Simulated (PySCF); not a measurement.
methanethiol (CH₄S), SMILES CS. Geometry optimised at B3LYP-D3(BJ)/def2-TZVP.

TDDFT-M06-2X/def2-TZVPD (PySCF) puts the lowest singlet excitations at 5.19, 5.94, 6.75, 7.01, 7.03, 7.71 eV.

### Question
What are the lowest excitation roots from ADC(2)/aug-cc-pVDZ (PySCF)? (Estimate from the structure and the level; the computed values follow.)

### Answer
5.43, 6.07, 6.89, 7.07, 7.11, 8.08 eV. S1 differs by 0.24 eV (second minus first; roots are paired by order, and the bases may differ).
